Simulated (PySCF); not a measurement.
Compound: diacetylene, C₄H₂.
Bonds: C1–C2 (triple), C2–C3, C3–C4 (triple). Hydrogens: H5 on C1; H6 on C4.

The closed-shell ground state was solved at several levels (PySCF, density fitting, gas phase, non-relativistic). Isolated species at its PBE0-D3(BJ)/def2-SVP geometry, gas phase. The dipole stays under 0.02 D at every level.

```json
{"level": "B3LYP/cc-pVTZ", "basis functions": "148", "total energy (Eh)": "-153.5445", "HOMO (eV)": "-7.40", "LUMO (eV)": "-1.08", "gap (eV)": "6.32"}
{"level": "PBE0/def2-SVPD", "basis functions": "96", "total energy (Eh)": "-153.1796", "HOMO (eV)": "-7.67", "LUMO (eV)": "-0.93", "gap (eV)": "6.74"}
{"level": "B3LYP/pcJ-2", "basis functions": "252", "total energy (Eh)": "-153.5552", "HOMO (eV)": "-7.45", "LUMO (eV)": "-1.19", "gap (eV)": "6.26"}
{"level": "B3LYP/aug-cc-pVTZ-J", "basis functions": "224", "total energy (Eh)": "-153.5504", "HOMO (eV)": "-7.45", "LUMO (eV)": "-1.22", "gap (eV)": "6.23"}
{"level": "CAM-B3LYP/def2-SVPD", "basis functions": "96", "total energy (Eh)": "-153.2813", "HOMO (eV)": "-8.92", "LUMO (eV)": "0.19", "gap (eV)": "9.11"}
{"level": "PBE/def2-SVPD", "basis functions": "96", "total energy (Eh)": "-153.1772", "HOMO (eV)": "-6.56", "LUMO (eV)": "-1.85", "gap (eV)": "4.71"}
{"level": "LC-wPBE/def2-SVPD", "basis functions": "96", "total energy (Eh)": "-153.2406", "HOMO (eV)": "-10.30", "LUMO (eV)": "1.32", "gap (eV)": "11.62"}
{"level": "PBE/pcJ-1", "basis functions": "128", "total energy (Eh)": "-153.2940", "HOMO (eV)": "-6.58", "LUMO (eV)": "-1.82", "gap (eV)": "4.76"}
{"level": "BHandHLYP/def2-SVPD", "basis functions": "96", "total energy (Eh)": "-153.2737", "HOMO (eV)": "-8.61", "LUMO (eV)": "0.13", "gap (eV)": "8.74"}
{"level": "B3LYP/def2-SVPD", "basis functions": "96", "total energy (Eh)": "-153.3794", "HOMO (eV)": "-7.43", "LUMO (eV)": "-1.13", "gap (eV)": "6.30"}
{"level": "PBE0/pcJ-1", "basis functions": "128", "total energy (Eh)": "-153.2928", "HOMO (eV)": "-7.69", "LUMO (eV)": "-0.90", "gap (eV)": "6.79"}
{"level": "LDA/def2-SVPD", "basis functions": "96", "total energy (Eh)": "-151.9523", "HOMO (eV)": "-6.75", "LUMO (eV)": "-2.08", "gap (eV)": "4.67"}
{"level": "B3LYP/6-31G-J", "basis functions": "56", "total energy (Eh)": "-153.4820", "HOMO (eV)": "-7.14", "LUMO (eV)": "-0.58", "gap (eV)": "6.56"}
```

**Question.** What might KT2/pcJ-1 (128 basis functions) give for the same quantities?

**Answer.** Total energy -156.3112 Eh, HOMO -6.56 eV, LUMO -1.80 eV, gap 4.76 eV.

**Question.** Over all these levels, which gives the widest orbital gap and which the narrowest?

**Answer.** LC-wPBE/def2-SVPD (range-separated hybrid) has the widest, 11.62 eV, and LDA/def2-SVPD (LDA) the narrowest, 4.67 eV. The two share the basis. From the narrowest to the widest the HOMO moves by -3.55 eV and the LUMO by +3.40 eV.

**Question.** How much does the basis alone move the frontier levels among the 5 B3LYP rows?

**Answer.** The HOMO by 0.31 eV and the LUMO by 0.64 eV. By rising basis size (HOMO, LUMO in eV): 6-31G-J -7.14, -0.58; def2-SVPD -7.43, -1.13; cc-pVTZ -7.40, -1.08; aug-cc-pVTZ-J -7.45, -1.22; pcJ-2 -7.45, -1.19.

**Question.** In the def2-SVPD basis, how does the gap go with the fixed share of exact exchange?

**Answer.** LDA (0 %) 4.67 eV; PBE (0 %) 4.71 eV; B3LYP (20 %) 6.30 eV; PBE0 (25 %) 6.74 eV; BHandHLYP (50 %) 8.74 eV. Each rise in the share widens the gap here.
